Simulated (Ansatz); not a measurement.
**Appearance energy of a fragment ion: C5H8O → C2H3O+ + C3H5 + e⁻**

Species: C5H8O (cyclopropyl methyl ketone) `CC(=O)C1CC1`, singlet; C2H3O+ `CC#[O+]`, singlet; C3H5 (cyclopropyl) `[CH]1CC1`, doublet. 

Shapes, held fixed at every level: PBE0-D4/def2-TZVP. Flexible molecules stand in one conformer, not always the lowest. Programs: Ansatz 0.2.0. Electronic energies: no zero-point or thermal term.

Q: Estimate ΔE of this reaction.

A: The highest level, CCSD(T)/CBS estimate, gives ΔE = +11.29 eV; the levels span +9.86 to +11.29. The column of differences is taken from that level and isn't an error. No measured value is set beside it here. Open shells run unrestricted unless RO is named. The CBS estimate extrapolates MP2 from def2-TZVPP and def2-QZVPP and adds CCSD(T) − MP2 in the triple-zeta set, cores frozen. The onset seen in experiment also holds zero-point changes and kinetic shifts. Times are processor times on shared x86 and Arm servers, and rough.

```json
{"level": "HF/def2-SVP", "kind": "Hartree–Fock", "ΔE (eV)": "+9.86", "less CCSD(T)/CBS estimate": "-1.43", "CPU time (sum over the molecules)": "–"}
{"level": "r2SCAN-D4/def2-TZVPP", "kind": "meta-GGA", "ΔE (eV)": "+11.04", "less CCSD(T)/CBS estimate": "-0.25", "CPU time (sum over the molecules)": "34 s"}
{"level": "BHLYP-D4/def2-TZVPP", "kind": "global hybrid", "ΔE (eV)": "+11.11", "less CCSD(T)/CBS estimate": "-0.18", "CPU time (sum over the molecules)": "21 s"}
{"level": "wB97M-V/def2-TZVPP", "kind": "range-separated hybrid", "ΔE (eV)": "+11.19", "less CCSD(T)/CBS estimate": "-0.10", "CPU time (sum over the molecules)": "69 s"}
{"level": "B2PLYP/def2-TZVPP", "kind": "double hybrid", "ΔE (eV)": "+10.99", "less CCSD(T)/CBS estimate": "-0.30", "CPU time (sum over the molecules)": "46 s"}
{"level": "MP2/def2-SVP", "kind": "perturbation theory", "ΔE (eV)": "+10.94", "less CCSD(T)/CBS estimate": "-0.35", "CPU time (sum over the molecules)": "–"}
{"level": "CCSD(T)/def2-TZVPP", "kind": "coupled cluster or CI", "ΔE (eV)": "+11.11", "less CCSD(T)/CBS estimate": "-0.18", "CPU time (sum over the molecules)": "41 min"}
{"level": "CCSD(T)/CBS estimate", "kind": "coupled cluster or CI", "ΔE (eV)": "+11.29", "less CCSD(T)/CBS estimate": "0.00", "CPU time (sum over the molecules)": "44 min"}
```
